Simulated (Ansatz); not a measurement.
# CH3AlF+: functionals against CCSD(T) at one geometry

An exercise on one series of results from a longer session: the logs are not shown, and one member is left open.

Computed with Ansatz 0.2.0, Gaussian basis. Level: single points in def2-TZVPP.

Cores are frozen in the correlated methods.

### The system as given

6 atoms, charge 1, spin multiplicity 1.

Atoms are counted from 1 here; the program's logs count them from 0.

Bond lengths: F1–C2 1.104 Å, C2–Al3 2.167 Å, C2–H4 1.174 Å, Al3–H5 1.692 Å, Al3–H6 1.581 Å. Angles: F1–C2–Al3 124.0°, F1–C2–H4 119.8°, Al3–C2–H4 114.1°, C2–Al3–H5 109.9°, C2–Al3–H6 113.8°, H5–Al3–H6 134.5°.

Geometry (Å):

```
F    -0.1950   -1.7262    0.8372
C    -0.2721   -1.0276   -0.0145
Al    0.2172    1.0807    0.0990
H    -0.3319   -1.4467   -1.1095
H     0.2544    1.7485   -1.4555
H     0.7564    1.5363    1.5142
```

Set-up of the first run:

File run/in.yaml:

```yaml
crystal:
  periodic: [false, false, false]
  atoms:
    - {symbol: F, position_ang: [-0.195000, -1.726200, 0.837200]}
    - {symbol: C, position_ang: [-0.272100, -1.027600, -0.014500]}
    - {symbol: Al, position_ang: [0.217200, 1.080700, 0.099000]}
    - {symbol: H, position_ang: [-0.331900, -1.446700, -1.109500]}
    - {symbol: H, position_ang: [0.254400, 1.748500, -1.455500]}
    - {symbol: H, position_ang: [0.756400, 1.536300, 1.514200]}
basis:
  gaussian: {orbitals: def2-TZVPP}
total_charge: 1
correlation: {method: ccsd_t}
output: {forces: true}
```

No record of the launch command was kept for these runs.

Among the steps run: CCSD(T)/def2-TZVPP; PBE0-D4/def2-TZVPP; wB97M-V/def2-TZVPP; r2SCAN-D4/def2-TZVPP; PBE-D4/def2-TZVPP; r2SCANh-D4/def2-TZVPP; LC-wPBE/def2-TZVPP.

One of the session's tables, all rows but one given; the rest of the session is left out.

| method | RMS force component (eV/Å) | angle to CCSD(T) forces (°) |
| --- | --- | --- |
| CCSD(T) | 5.190 | reference |
| PBE0-D4 | 4.919 | 0.3 |
| wB97M-V | ? | ? |
| r2SCAN-D4 | 5.016 | 0.5 |
| PBE-D4 | 5.153 | 1.7 |
| r2SCANh-D4 | 4.944 | 0.3 |
| LC-wPBE | 5.057 | 0.6 |

**Question.** Estimate the row for wB97M-V.

**Answer.** RMS force component (eV/Å): 5.071; angle to CCSD(T) forces (°): 0.6. In the column «RMS force component (eV/Å)» it lies between LC-wPBE (5.057) and PBE-D4 (5.153).
